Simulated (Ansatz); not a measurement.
fcc Ir was calculated with LC-ωPBE in Ansatz (plane waves, PAW).

Settings: plane-wave cutoff 460 eV, 14×14×14 k mesh, Fermi–Dirac smearing 0.05 eV, no spin polarisation, scalar-relativistic PAW data made under PBE.

Energies at three volumes about the minimum:

| V (Å³/atom) | E − E_lowest (meV/atom) |
|---|---|
| 13.252 | 19.42 |
| 13.592 | 0.00 |
| 13.931 | 5.79 |

Task: Fit a parabola by hand: where is the minimum, what lattice constant follows, and what is the bulk modulus?

Result: Slopes: (0.00 − 19.42)/(13.592 − 13.252) = -57.118 and (5.79 − 0.00)/(13.931 − 13.592) = 17.080 meV/Å³. Curvature E″ = 2 × (17.080 − (-57.118))/(13.931 − 13.252) = 218.551 meV/Å⁶. From the middle of the first interval, the slope vanishes at V0 = 13.4220 − (-57.118)/218.551 = 13.683 Å³/atom. B = V0 E″ = 13.683 × 218.551 meV/Å³ × 0.1602 GPa per meV/Å³ = 479 GPa. With 4 atoms in the cube, a = (4 × 13.683)^(1/3) = 3.797 Å. The full Birch–Murnaghan fit to all volumes gives V0 = 13.677 Å³/atom and B0 = 460 GPa.

Measured, for comparison: bulk modulus 365 GPa (corrected for temperature and zero-point phonon effects; as tabulated in Levämäki et al. (2014), arXiv:1402.3671); lattice constant a 3.831 Å (static lattice: zero-point anharmonic expansion removed; as tabulated in Mejia-Rodriguez and Trickey (2018), arXiv:1807.09216). Computed (rounded) less measured: bulk modulus +26 %.

Ansatz is a first-principles code.
